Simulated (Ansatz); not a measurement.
I need a geometry optimisation of C4H7FN, SMILES FC1C[CH]NC1. Use Ansatz 0.2.0, Python API. Settings: B3LYP, def2-SVP basis, multiplicity 2, D3BJ dispersion.

| atom | x (Å) | y (Å) | z (Å) |
| --- | --- | --- | --- |
| F | 0.1242 | 2.2306 | -0.0159 |
| C | 0.0056 | 0.9249 | -0.4616 |
| C | 1.2081 | 0.1024 | -0.0732 |
| C | 0.6565 | -1.2918 | 0.1620 |
| N | -0.7924 | -1.1965 | 0.3310 |
| C | -1.1532 | 0.2164 | 0.2090 |
| H | -0.1256 | 0.9112 | -1.5663 |
| H | 1.9835 | 0.1104 | -0.8698 |
| H | 1.6438 | 0.4789 | 0.8775 |
| H | 0.8753 | -1.9428 | -0.7115 |
| H | -1.0129 | -1.5198 | 1.3012 |
| H | -1.3354 | 0.6575 | 1.2162 |
| H | -2.0775 | 0.3185 | -0.3986 |

The script, `opt_c4h7fn.py`:
```python
"""Geometry optimisation of C4H7FN."""

from dataclasses import dataclass
import logging
import sys

import ansatz as az
import numpy as np

logging.basicConfig(stream=sys.stdout, format="[%(levelname)s] %(message)s")
logger = logging.getLogger("ansatz_job")
logger.setLevel(logging.INFO)


@dataclass
class RunConfig:
    basis_set: str = "def2-SVP"
    functional: str = "b3lyp"
    dispersion: str = "d3bj"


opts = RunConfig()

GEOMETRY = """
F     0.12420    2.23060   -0.01590
C     0.00560    0.92490   -0.46160
C     1.20810    0.10240   -0.07320
C     0.65650   -1.29180    0.16200
N    -0.79240   -1.19650    0.33100
C    -1.15320    0.21640    0.20900
H    -0.12560    0.91120   -1.56630
H     1.98350    0.11040   -0.86980
H     1.64380    0.47890    0.87750
H     0.87530   -1.94280   -0.71150
H    -1.01290   -1.51980    1.30120
H    -1.33540    0.65750    1.21620
H    -2.07750    0.31850   -0.39860
"""

system = az.Crystal.molecule()
for line in GEOMETRY.strip().splitlines():
    symbol, *xyz = line.split()
    system = system.atom(symbol, [float(v) for v in xyz])

model = (
    system.calculation()
    .basis(gaussian=opts.basis_set)
    .functional(opts.functional, dispersion=opts.dispersion)
    .spin("collinear", total=1)
)
symbols = [site.symbol for site in system.cartesian_sites]
start = np.array([site.position_ang for site in system.cartesian_sites], dtype=float)
def progress(event):
    if event["event"] == "relax_step":
        row = event["data"]
        logger.info(f"step {row['step']:3d}  E = {row['lagrangian_ev']:.6f} eV  max force {row['allowed_force_max_ev_ang']:.4f} eV/A")


rep = model.relax(force_tolerance=0.02).session().plan().execute(on_event=progress).report
end = np.array(rep["positions_ang"])

logger.info(f"E = {rep['free_energy_ev']:.6f} eV = {rep['free_energy_ev'] / 27.211386246:.7f} Ha")
print("converged:", rep["converged"], " doubts:", rep["published_state_doubts"] or "none")

logger.info("bond        before    after (A)")
for i, j in [(0, 1), (1, 2), (1, 5), (1, 6), (2, 3), (2, 7), (2, 8), (3, 4), (3, 9), (4, 5), (4, 10), (5, 11), (5, 12)]:
    d0, d1 = (np.linalg.norm(xyz[i] - xyz[j]) for xyz in (start, end))
    print(f"{symbols[i]}{i}-{symbols[j]}{j}".ljust(10), f"{d0:8.4f} {d1:8.4f}")
with open("c4h7fn_opt.xyz", "w") as handle:
    handle.write(f"{len(symbols)}\nrelaxed C4H7FN\n")
    handle.writelines(f"{s:2s} {x:11.6f} {y:11.6f} {z:11.6f}\n" for s, (x, y, z) in zip(symbols, end))
```

```console
$ python opt_c4h7fn.py
[INFO] step   1  E = -8460.776284 eV  max force 2.2211 eV/A
[INFO] step   2  E = -8461.151098 eV  max force 1.1542 eV/A
[INFO] step   3  E = -8461.314932 eV  max force 0.9610 eV/A
[INFO] step   4  E = -8461.432284 eV  max force 0.3271 eV/A
[INFO] step   5  E = -8461.477243 eV  max force 0.2692 eV/A
[INFO] step   6  E = -8461.458788 eV  max force 0.6354 eV/A
[INFO] step   7  E = -8461.489111 eV  max force 0.0910 eV/A
[INFO] step   8  E = -8461.483094 eV  max force 0.2537 eV/A
[INFO] step   9  E = -8461.492267 eV  max force 0.0240 eV/A
[INFO] step  10  E = -8461.492399 eV  max force 0.0115 eV/A
[INFO] E = -8461.492623 eV = -310.9541185 Ha
converged: True  doubts: none
[INFO] bond        before    after (A)
F0-C1        1.3848   1.3804
C1-C2        1.5078   1.5379
C1-C5        1.5148   1.5339
C1-H6        1.1125   1.1031
C2-C3        1.5177   1.5022
C2-H7        1.1117   1.1028
C2-H8        1.1115   1.1088
C3-N4        1.4618   1.4021
C3-H9        1.1112   1.0914
N4-C5        1.4633   1.4519
N4-H10       1.0462   1.0157
C5-H11       1.1145   1.1099
C5-H12       1.1108   1.1009
```

It writes `c4h7fn_opt.xyz`:
```text
13
relaxed C4H7FN
F     0.108693    2.281679   -0.076420
C    -0.021758    0.964638   -0.468586
C     1.221057    0.118659   -0.144517
C     0.637685   -1.229350    0.170487
N    -0.760942   -1.131271    0.171842
C    -1.150741    0.261787    0.295869
H    -0.230426    0.956892   -1.551784
H     1.955848    0.114424   -0.966791
H     1.722382    0.582845    0.728814
H     1.101146   -2.189478   -0.063051
H    -1.294434   -1.818665    0.695716
H    -1.140822    0.637892    1.340064
H    -2.147688    0.449847   -0.131644
```

Total energies depend on the basis set; only differences at equal settings carry meaning. The end point is the stationary point reached from this start; no frequency run checks that it is a minimum, and the basis set is modest. The species is open-shell (spin multiplicity 2). b3lyp holds the VWN-RPA fit, as in Gaussian; the form of ORCA and Turbomole is b3lyp5. Hardware and time: 110 s on 1 thread of Arm Neoverse V2, on a shared host, peak memory 0.46 GiB.

(Lines on the test bed's own set-up are left out of the output.)
